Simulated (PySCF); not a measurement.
Two probes of the same atoms: core binding energy and nuclear shielding

Compound: 3-chloro-2-methylpropene, C4H7Cl.
Cartesian coordinates in Å at the PBE0-D3(BJ)/def2-SVP level; atoms count from 1:
```
atom  x, y, z in Å
C1     0.1109    1.3170   -0.5640
C2     0.1900    0.0109   -0.2854
C3    -0.9829   -0.9172   -0.3432
C4     1.4969   -0.5861    0.1359
Cl5    2.0478   -1.8746   -0.9951
H6    -0.8403    1.7796   -0.8417
H7     0.9906    1.9655   -0.5222
H8    -0.7794   -1.7451   -1.0406
H9    -1.8947   -0.3981   -0.6675
H10   -1.1719   -1.3719    0.6440
H11    2.2927    0.1683    0.1728
H12    1.4150   -1.0683    1.1219
```

Binding energies: PySCF 2.14.0, delta-SCF UKS SCAN, pcX-2 on the ionised atom, pcseg-1 elsewhere, spin-free X2C. Shieldings: GIAO HF/pcSseg-2, non-relativistic, same geometry.

```csv
atom,isotropic shielding (ppm)
C1,68.9
C2,35.3
C3,171.4
C4,140.3
```

Q: What are the C 1s binding energies of these atoms?

A: 
| atom | environment | C 1s (eV) | isotropic shielding (ppm) |
| --- | --- | --- | --- |
| C1 | terminal =CH2 carbon | 290.28 | 68.9 |
| C3 | allylic carbon | 290.94 | 171.4 |
| C2 | fully substituted alkene carbon | 291.03 | 35.3 |
| C4 | sp3 C–Cl carbon | 292.33 | 140.3 |

Q: Among the listed atoms, is the one with the highest binding energy also the least shielded?

A: No. The highest binding energy is at C4 (292.33 eV, shielding 140.3 ppm), the lowest shielding at C2 (35.3 ppm, 291.03 eV).

By binding energy: C1 < C3 < C2 < C4. By shielding: C2 < C1 < C4 < C3.

One conformer (not necessarily the lowest) at the PBE0-D3(BJ)/def2-SVP geometry, without solvent, vibrations or thermal averaging.
